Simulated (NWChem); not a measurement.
## Total energies of B (+1)

```xyz
1

B      0.0000     0.0000     0.0000
```
Charge +1, spin multiplicity 1.

Program: NWChem.

Basis set: cc-pVDZ (14 functions).

| method | total energy (Ha) |
|---|---|
| RHF | -24.23456 |
| MP2 | -24.26705 |
| B2PLYP | -24.31929 |
| PBE | -24.28807 |
| B3LYP | -24.33904 |
| BLYP | -24.33036 |

Total energies of different functionals aren't comparable as a measure of quality: only differences taken within one method are. 

The correlated methods keep 1 core orbital frozen. B3LYP has NWChem's definition, with VWN1-RPA local correlation.
